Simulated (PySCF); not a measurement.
# NH₃: NMR shieldings

Aim: compute the NMR shieldings of NH₃ (`N`).

Programs: PySCF 2.14.0, with routines of our own; each step states its level. All values are computed. Atoms count from 0.

## (1) The starting structure

4 atoms, charge 0, multiplicity 1; geometry from: GFN2-xTB.

## (2) NMR shieldings: KT2/pcJ-1, spin–orbit

What the job is given:

```
{"job": {"xc": "KT2", "basis": {"default": "pcJ-1"}, "rel": "so", "kind": "hnmr"}, "charge": 0, "multiplicity": 1}
N      0.005567     0.002694     0.269341
H      0.924501    -0.196064    -0.106804
H     -0.630350    -0.700539    -0.086466
H     -0.289484     0.898682    -0.098925
```

Level: KT2/pcJ-1 GIAO NMR shielding, X2C with spin-orbit coupling, screened-nuclear two-electron part, Gaussian nuclei, gas phase.

On the command line:

```
$ OMP_NUM_THREADS=1 python heavy_run.py task.json out
```

This one command runs all jobs of the session in turn.

The log of the run:

```text
spin-free SCF
coarse grid: 2928 points
cycle   1  E = -57.4138707958  dE = -6.050e-02  |g| = 4.751e-01  |ddm| = 1.175e+00
cycle   2  E = -57.3374794541  dE =  7.639e-02  |g| = 7.553e-01  |ddm| = 7.431e-01
cycle   3  E = -57.4622432876  dE = -1.248e-01  |g| = 1.966e-02  |ddm| = 4.766e-01
cycle   4  E = -57.4623182560  dE = -7.497e-05  |g| = 4.196e-03  |ddm| = 1.858e-02
cycle   5  E = -57.4623211233  dE = -2.867e-06  |g| = 2.302e-04  |ddm| = 3.248e-03
final grid: 27112 points
cycle   6  E = -57.4498477962  dE = -8.114e-05  |g| = 8.742e-03  |ddm| = 1.284e-02
cycle   7  E = -57.4498281674  dE =  1.963e-05  |g| = 1.261e-02  |ddm| = 1.097e-02
cycle   8  E = -57.4498599807  dE = -3.181e-05  |g| = 8.669e-04  |ddm| = 7.345e-03
cycle   9  E = -57.4498601405  dE = -1.597e-07  |g| = 6.799e-05  |ddm| = 5.330e-04
cycle  10  E = -57.4498601413  dE = -8.100e-10  |g| = 1.295e-05  |ddm| = 5.471e-05
converged SCF energy = -57.4498601413
two-component SCF
cycle   1  E = -57.4498598351  dE = -5.745e+01  |FDS-SDF| = 4.040e-03
cycle   2  E = -57.4498608189  dE = -9.838e-07  |FDS-SDF| = 1.678e-05
cycle   3  E = -57.4498608188  dE =  8.292e-11  |FDS-SDF| = 2.625e-05
converged, E = -57.4498608188

Field gradients (au) and densities at the nuclei (bohr^-3)
atom        Vxx        Vyy        Vzz        centre      nuclear mean
  0 N      0.5377     0.5381    -1.0758        211.717        211.712
  1 H     -0.1638    -0.2277     0.3915          0.504          0.504
  2 H     -0.1638    -0.2276     0.3913          0.504          0.504
  3 H     -0.1638    -0.2276     0.3914          0.504          0.504

Core orbital energies (eV)
atom   shell        mean    spread

Shielding tensors (ppm)
atom      isotropic    diamagn.    paramagn.     s11        s22        s33       span
  0 N       272.70      318.30      -45.60     233.16     292.47     292.49      59.33
  1 H        32.11       30.69        1.42      26.38      27.17      42.78      16.40
  2 H        32.11       30.69        1.42      26.38      27.17      42.77      16.40
  3 H        32.11       30.69        1.42      26.38      27.17      42.77      16.40
```

Run time: 1 s. Hardware: 1 thread of Intel Xeon 6975P-C, shared host; peak memory 0.31 GiB.

In short:

| quantity | value |
| --- | --- |
| energy from spin-orbit coupling | 0.0000 Eh |

## (3) NMR shieldings: B3LYP/pcJ-1, spin–orbit

What the job is given:

```
{"job": {"xc": "B3LYP", "basis": {"default": "pcJ-1"}, "rel": "so", "kind": "hnmr"}, "charge": 0, "multiplicity": 1}
N      0.005567     0.002694     0.269341
H      0.924501    -0.196064    -0.106804
H     -0.630350    -0.700539    -0.086466
H     -0.289484     0.898682    -0.098925
```

Level: B3LYP/pcJ-1 GIAO NMR shielding, X2C with spin-orbit coupling, screened-nuclear two-electron part, Gaussian nuclei, gas phase.

The log of the run:

```text
spin-free SCF
coarse grid: 2928 points
cycle   1  E = -56.5517196778  dE = -8.003e-02  |g| = 4.170e-01  |ddm| = 1.174e+00
cycle   2  E = -56.5222795964  dE =  2.944e-02  |g| = 5.685e-01  |ddm| = 5.577e-01
cycle   3  E = -56.5884717347  dE = -6.619e-02  |g| = 1.943e-02  |ddm| = 3.167e-01
cycle   4  E = -56.5885346900  dE = -6.296e-05  |g| = 3.462e-03  |ddm| = 1.450e-02
cycle   5  E = -56.5885366761  dE = -1.986e-06  |g| = 1.782e-04  |ddm| = 1.907e-03
final grid: 27112 points
cycle   6  E = -56.5927822713  dE = -1.169e-05  |g| = 4.388e-03  |ddm| = 5.211e-03
cycle   7  E = -56.5927787060  dE =  3.565e-06  |g| = 6.199e-03  |ddm| = 5.418e-03
cycle   8  E = -56.5927861196  dE = -7.414e-06  |g| = 7.206e-05  |ddm| = 3.115e-03
cycle   9  E = -56.5927861205  dE = -8.715e-10  |g| = 9.000e-06  |ddm| = 3.812e-05
converged SCF energy = -56.5927861205
two-component SCF
cycle   1  E = -56.5927858082  dE = -5.659e+01  |FDS-SDF| = 4.078e-03
cycle   2  E = -56.5927868064  dE = -9.983e-07  |FDS-SDF| = 2.087e-04
cycle   3  E = -56.5927868296  dE = -2.320e-08  |FDS-SDF| = 3.267e-05
converged, E = -56.5927868296

Field gradients (au) and densities at the nuclei (bohr^-3)
atom        Vxx        Vyy        Vzz        centre      nuclear mean
  0 N      0.5404     0.5408    -1.0812        204.502        204.497
  1 H     -0.1660    -0.2301     0.3962          0.489          0.489
  2 H     -0.1660    -0.2301     0.3960          0.489          0.489
  3 H     -0.1660    -0.2301     0.3961          0.489          0.489

Core orbital energies (eV)
atom   shell        mean    spread

Shielding tensors (ppm)
atom      isotropic    diamagn.    paramagn.     s11        s22        s33       span
  0 N       269.01      314.73      -45.72     227.45     289.77     289.80      62.35
  1 H        32.03       30.66        1.38      26.26      27.05      42.78      16.52
  2 H        32.03       30.66        1.37      26.26      27.05      42.78      16.52
  3 H        32.03       30.65        1.37      26.26      27.05      42.78      16.52
```

It took 1.1 s on 1 thread of Intel Xeon 6975P-C, shared host; peak memory 0.31 GiB.

In short:

| quantity | value |
| --- | --- |
| energy from spin-orbit coupling | 0.0000 Eh |

## (4) NMR shieldings: BHandHLYP/pcJ-1, spin–orbit

What the job is given:

```
{"job": {"xc": "BHandHLYP", "basis": {"default": "pcJ-1"}, "rel": "so", "kind": "hnmr"}, "charge": 0, "multiplicity": 1}
N      0.005567     0.002694     0.269341
H      0.924501    -0.196064    -0.106804
H     -0.630350    -0.700539    -0.086466
H     -0.289484     0.898682    -0.098925
```

With the program's defaults for keys left out, this is: BHandHLYP/pcJ-1 GIAO NMR shielding, X2C with spin-orbit coupling, screened-nuclear two-electron part, Gaussian nuclei, gas phase.

The log of the run:

```text
spin-free SCF
coarse grid: 2928 points
cycle   1  E = -56.5269768930  dE = -1.155e-01  |g| = 3.168e-01  |ddm| = 1.174e+00
cycle   2  E = -56.5323493154  dE = -5.372e-03  |g| = 2.878e-01  |ddm| = 3.334e-01
cycle   3  E = -56.5483597658  dE = -1.601e-02  |g| = 1.924e-02  |ddm| = 1.532e-01
cycle   4  E = -56.5484271633  dE = -6.740e-05  |g| = 2.852e-03  |ddm| = 1.121e-02
cycle   5  E = -56.5484292262  dE = -2.063e-06  |g| = 2.819e-04  |ddm| = 2.488e-03
final grid: 27112 points
cycle   6  E = -56.5512240019  dE = -5.865e-06  |g| = 2.267e-03  |ddm| = 3.424e-03
cycle   7  E = -56.5512240810  dE = -7.914e-08  |g| = 2.274e-03  |ddm| = 2.350e-03
cycle   8  E = -56.5512250586  dE = -9.776e-07  |g| = 5.118e-05  |ddm| = 1.108e-03
cycle   9  E = -56.5512250601  dE = -1.456e-09  |g| = 9.915e-06  |ddm| = 7.086e-05
converged SCF energy = -56.5512250601
two-component SCF
cycle   1  E = -56.5512247566  dE = -5.655e+01  |FDS-SDF| = 4.008e-03
cycle   2  E = -56.5512256638  dE = -9.072e-07  |FDS-SDF| = 4.159e-04
cycle   3  E = -56.5512257382  dE = -7.438e-08  |FDS-SDF| = 1.173e-04
cycle   4  E = -56.5512257492  dE = -1.103e-08  |FDS-SDF| = 1.644e-05
converged, E = -56.5512257492

Field gradients (au) and densities at the nuclei (bohr^-3)
atom        Vxx        Vyy        Vzz        centre      nuclear mean
  0 N      0.5413     0.5416    -1.0829        204.227        204.222
  1 H     -0.1657    -0.2302     0.3959          0.482          0.482
  2 H     -0.1657    -0.2301     0.3958          0.482          0.482
  3 H     -0.1657    -0.2302     0.3959          0.482          0.482

Core orbital energies (eV)
atom   shell        mean    spread

Shielding tensors (ppm)
atom      isotropic    diamagn.    paramagn.     s11        s22        s33       span
  0 N       270.27      315.31      -45.05     231.71     289.53     289.56      57.85
  1 H        31.85       30.64        1.21      25.95      26.75      42.86      16.91
  2 H        31.85       30.64        1.21      25.95      26.74      42.85      16.90
  3 H        31.85       30.64        1.21      25.95      26.75      42.85      16.90
```

Run time: 1.2 s. Hardware: 1 thread of Intel Xeon 6975P-C, shared host; peak memory 0.31 GiB.

From this job:

```
                       quantity      value
energy from spin-orbit coupling  0.0000 Eh
```

## (5) Shieldings side by side

```
                                run     N0    H1    H2    H3   time
      step 2, KT2/pcJ-1, spin–orbit  272.7  32.1  32.1  32.1    1 s
    step 3, B3LYP/pcJ-1, spin–orbit  269.0  32.0  32.0  32.0  1.1 s
step 4, BHandHLYP/pcJ-1, spin–orbit  270.3  31.9  31.8  31.8  1.2 s
```

## (6) Outcome

```
                                                             quantity                                    value
      energy from spin-orbit coupling (step 2, KT2/pcJ-1, spin–orbit)                                0.0000 Eh
                           shieldings (step 2, KT2/pcJ-1, spin–orbit)  N0 272.7, H1 32.1, H2 32.1, H3 32.1 ppm
    energy from spin-orbit coupling (step 3, B3LYP/pcJ-1, spin–orbit)                                0.0000 Eh
                         shieldings (step 3, B3LYP/pcJ-1, spin–orbit)  N0 269.0, H1 32.0, H2 32.0, H3 32.0 ppm
energy from spin-orbit coupling (step 4, BHandHLYP/pcJ-1, spin–orbit)                                0.0000 Eh
                     shieldings (step 4, BHandHLYP/pcJ-1, spin–orbit)  N0 270.3, H1 31.9, H2 31.8, H3 31.8 ppm
```

What this shows: In step 2, N0 has the widest tensor, 59 ppm. N0 moves most between the runs, by 4 ppm; the labels say what changes from run to run.
